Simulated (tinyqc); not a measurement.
Starting guesses with DIIS over 6 matrices: SCF starting guesses in the sto-6g basis, for BH3, spin multiplicity 1. Computed by the program tinyqc with PySCF. RHF with one setting changed at a time; a run stops when the energy changes by less than 1e-09 hartree and the error matrix is below 1e-5. Starts: the lowest orbitals of the core Hamiltonian, of the Wolfsberg-Helmholz matrix (K = 1.75), projected atomic densities, random orbitals, and the highest orbitals of the core Hamiltonian (a deliberately bad start).

Geometry (angstrom):

| atom | x | y | z |
|---|---|---|---|
| B | 0.0000 | 0.0000 | 0.0400 |
| H | 1.2330 | 0.0000 | 0.0000 |
| H | -0.6170 | 1.0680 | 0.0000 |
| H | -0.6170 | -1.0680 | 0.0000 |

lowest restricted solution found by these runs and by PySCF = -26.319422 hartree

Largest element of the error matrix X^T (FDS - SDF) X:

| iteration | core | Wolfsberg-Helmholz | atomic densities | random | highest core orbitals |
|---|---|---|---|---|---|
| 1 | 7.5e-01 | 3.0e-01 | 5.8e-01 | 4.3e+00 | 2.3e-01 |
| 2 | 1.2e-01 | 4.3e-02 | 1.1e-01 | 3.3e-01 | 6.7e-01 |
| 3 | 1.1e-02 | 6.0e-03 | 2.1e-02 | 6.3e-02 | 4.6e-01 |
| 4 | 7.0e-04 | 1.1e-03 | 3.1e-03 | 2.5e-02 | 2.9e-01 |
| 5 | 9.1e-05 | 2.6e-05 | 6.1e-05 | 9.6e-03 | 1.2e-01 |
| 6 | 1.7e-06 | 9.7e-07 | 1.3e-05 | 2.0e-03 | 2.4e-01 |
| 8 | - | - | - | 8.1e-06 | 2.6e-01 |
| 10 | - | - | - | - | 1.3e-01 |
| 14 | - | - | - | - | 3.8e-05 |

How each run ends:

| run | iterations | E (hartree) | state |
|---|---|---|---|
| core | 7 | -26.319422 | lowest found |
| Wolfsberg-Helmholz | 7 | -26.319422 | lowest found |
| atomic densities | 7 | -26.319422 | lowest found |
| random | 9 | -26.319422 | lowest found |
| highest core orbitals | 16 | -26.319422 | lowest found |

What does the comparison show, and why?

5 of 5 runs reach the lowest restricted solution found, in 7 to 16 iterations (fastest: core, Wolfsberg-Helmholz, atomic densities). The first errors are 8e-01, 3e-01, 6e-01, 4e+00, 2e-01; the deliberately bad start has the smallest one, so a small first error does not mark a good start.
